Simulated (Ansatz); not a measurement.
Ligand exchange: C5H11N + NaOH → C5H10O + NaNH2

Gas-phase species: C5H11N (cyclopentylamine) `NC1CCCC1`, singlet; NaOH `[OH][Na]`, singlet; C5H10O (cyclopentanol) `OC1CCCC1`, singlet; NaNH2 `[NH2][Na]`, singlet. The partners trade NH2 for OH: C–NH2 and Na–OH bonds give way to C–OH and Na–NH2.

Shapes, held fixed at every level: PBE0-D4/def2-TZVP. Flexible molecules stand in one conformer, not always the lowest. Programs: Ansatz 0.2.0. Electronic energies: no zero-point or thermal term.

| level | kind | ΔE (kJ/mol) | less CCSD(T)/def2-TZVPP |
| --- | --- | --- | --- |
| r2SCAN-D4/def2-TZVPP | meta-GGA | +78.0 | -0.8 |
| B3LYP-D4/def2-TZVPP | global hybrid | +77.2 | -1.6 |
| wB97M-V/def2-TZVPP | range-separated hybrid | +76.8 | -2.0 |
| wB97X-V/def2-TZVPP | range-separated hybrid | +80.1 | +1.3 |
| B2PLYP/def2-TZVPP | double hybrid | +78.9 | +0.1 |
| MP2/def2-TZVPP | perturbation theory | +84.7 | +5.9 |
| CCSD(T)/def2-TZVPP | coupled cluster or CI | +78.8 | 0.0 |

The highest level, CCSD(T)/def2-TZVPP, gives ΔE = +78.8 kJ/mol; the levels span +76.8 to +84.7. The column of differences is taken from that level and isn't an error. No measured value is set beside it here. Outer-core shells of Na are correlated, in sets that cover them unevenly. Sets without diffuse functions underbind ionic bonds of s-block metals.
